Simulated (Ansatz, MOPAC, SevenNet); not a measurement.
**Ladder of methods for the lattice constant a of diamond-structure Ge**

Reference value: 5.644 Å (measured, static lattice: zero-point anharmonic expansion removed; as tabulated in Mejia-Rodriguez and Trickey (2018), arXiv:1807.09216).

Problem. Which of these levels comes closest to the reference?
A. PBE0 (Ansatz, an electronic-structure program)
B. PM6 semi-empirical Hartree-Fock (MOPAC)
C. SevenNet-0
D. LDA (Ansatz)

Solution. B, PM6 semi-empirical Hartree-Fock (MOPAC)

```tsv
level (code)	value (Å)	error (%)
PM6 semi-empirical Hartree-Fock (MOPAC)	5.644	0.00
SevenNet-0	5.750	+1.88
LDA (Ansatz)	5.621	-0.41
PBE0 (Ansatz)	5.678	+0.60
```

Closest of the ranked levels: PM6 semi-empirical Hartree-Fock (MOPAC) (0.00 %). Among them SevenNet-0 (+1.88 %) misses by most. Within 1 %: PM6 semi-empirical Hartree-Fock (MOPAC), LDA, PBE0.

PM6 semi-empirical Hartree-Fock (MOPAC): the method was fitted mainly to molecules. PM6 semi-empirical Hartree-Fock (MOPAC): the run uses a supercell at the zone centre in place of a k mesh. LDA: the gap of the solid is closed in this run. Cutoffs and k meshes differ between the levels. Ansatz's density-functional and Hartree–Fock values are scalar-relativistic unless marked +SOC, with PAW data made under PBE.

Machine-learned potentials (SevenNet-0) are trained on DFT data: a solid inside that data is no test of them.

Differences are worked out from the printed values.
